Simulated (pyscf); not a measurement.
Single points on ωB97X-D3(BJ)/def2-SVP structures (PySCF, gas phase).

Estimate by transition-state theory the rate constant of H₂N–SiH₂–NH–SiH₂–NH₂ + silyl (SiH₃•) → H₂N–SiH₂–NH–SiH₂–NH–SiH₂• + hydrogen (H₂) (doublet surface; H–N, H–Si broken, N–Si, H–H formed) at 1200 K, with ωB97M-D3(BJ)/def2-TZVP energies (ideal gas, 1 atm, RRHO with modes under 100 cm⁻¹ raised to 100, one conformer, R ln 2 for chiral ones without a mode under 150 cm⁻¹; no tunnelling).

The electronic barrier is 31.9 kcal/mol and the thermal terms add +43.9, so ΔG‡ = 75.8 kcal/mol. With k_BT/h = 2.50e+13 s⁻¹ and RT = 2.385 kcal/mol, and a volume of 1.64e-19 cm³ per molecule at 1 atm, k = 6.5e-20 cm³ molecule⁻¹ s⁻¹. Wigner's tunnelling factor for 1601i cm⁻¹ would be 1.15. A shift of 1 kcal/mol in the barrier changes k by a factor 1.5. At the saddle there is also a short H–Si contact that neither side keeps. One saddle was located; it need not be the lowest between these sides.
